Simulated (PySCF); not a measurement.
## Removal energies of Cl⁻ from EOM-IP-GCCSD

Reference: closed-shell Cl⁻, [Ar]; one electron is removed. Calculated with PySCF 2.14, two-component X2C-1e with screened spin-orbit coupling, x2c-TZVPPall-2c with one added diffuse shell each of s, p, d type (6s7p4d1f, 54 functions); frozen 1s2; all 90 virtual spinors kept. No Breit or QED terms. Binding energies in eV.

```json
{"level": "2p1/2", "Koopmans": "210.65", "second order": "192.67", "EOM-CCSD": "199.98", "experiment": "n/a"}
{"level": "2p3/2", "Koopmans": "208.86", "second order": "190.98", "EOM-CCSD": "198.25", "experiment": "n/a"}
{"level": "3s1/2", "Koopmans": "20.129", "second order": "12.119", "EOM-CCSD": "15.249", "experiment": "14.236"}
{"level": "3p1/2", "Koopmans": "4.172", "second order": "2.996", "EOM-CCSD": "3.660", "experiment": "3.722"}
{"level": "3p3/2", "Koopmans": "4.027", "second order": "2.893", "EOM-CCSD": "3.540", "experiment": "3.613"}
```

In EOM-CCSD the overlap with the one-orbital guess is low for 2p1/2 (weight 0.87), 2p3/2 (weight 0.83), 3s1/2 (weight 0.72). That can mean mixing with two-hole, one-particle states, where second order and EOM-CCSD lose accuracy, or only a rotation among the degenerate components of the shell; the terms of those configurations are not listed.

The screened spin-orbit operator tends to give fine-structure splittings of light species too large.

Gaps of this size point to the basis (6s7p4d1f), which has few functions of high l to correlate and polarise the inner shells.

Where second order misses EOM-CCSD by more than 1 eV, it overshoots the relaxation and correlation of that hole or particle, which higher orders damp.
